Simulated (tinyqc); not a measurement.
Ways to converge the cycle: SCF convergence aids in the sto-3g basis, for BH, spin multiplicity 3. Computed by the program tinyqc with PySCF. UHF with one setting changed at a time; a run stops when the energy changes by less than 1e-09 hartree and the error matrix is below 1e-5. The start is random orbitals. Damping d keeps d of the old density; a shift (hartree) raises the virtual levels; DIIS n extrapolates F over n matrices.

Geometry (angstrom):
```
atom       x       y       z
B     0.0000  0.0000  0.0000
H     0.0000  0.0000  1.4290
```

lowest solution found by these runs and by PySCF with stability checks = -24.717489 hartree

Largest element of the error matrix X^T (FDS - SDF) X:
```
iteration    plain  damping 0.3  damping 0.6  shift 0.4   DIIS 3   DIIS 8
1          2.6e+00      2.6e+00      2.6e+00    2.6e+00  2.6e+00  2.6e+00
2          2.5e-01      9.5e-01      1.6e+00    4.1e-01  2.5e-01  2.5e-01
3          7.6e-02      3.4e-01      1.0e+00    1.3e-01  7.0e-02  7.0e-02
4          4.0e-02      1.3e-01      6.7e-01    1.2e-01  3.2e-02  3.2e-02
5          2.0e-02      5.2e-02      4.3e-01    1.1e-01  5.9e-03  5.9e-03
6          9.3e-03      3.3e-02      2.7e-01    8.2e-02  2.8e-03  2.7e-03
8          3.2e-03      1.3e-02      1.1e-01    4.7e-02  7.9e-04  8.2e-04
10         1.2e-03      5.2e-03      4.5e-02    2.5e-02  1.9e-04  1.0e-04
14         3.6e-04      1.3e-03      1.3e-02    7.4e-03  1.2e-05  9.2e-08
20         9.1e-05      4.5e-04      3.3e-03    1.7e-03        -        -
30         9.2e-06      9.5e-05      8.6e-04    2.4e-04        -        -
45               -      9.3e-06      2.3e-04    1.6e-05        -        -
60               -            -      6.3e-05          -        -        -
```

How each run ends:
```
run          iterations  E (hartree)                                                        state
plain                30   -24.717489                                                 lowest found
damping 0.3          45   -24.717489                                                 lowest found
damping 0.6         >60   -24.717489  falls steadily but slowly, by a factor of about 0.92 a step
shift 0.4            49   -24.717489                                                 lowest found
DIIS 3               15   -24.717489                                                 lowest found
DIIS 8               14   -24.717489                                                 lowest found
```

What does the comparison show, and why?

5 of 6 runs reach the lowest solution found, in 14 to 49 iterations (fastest: DIIS 8). Not converged: damping 0.6. Plain steps already contract here, so damping only slows them. DIIS 3 and DIIS 8 gain by cancelling the error over several earlier matrices, much as a quasi-Newton step does.
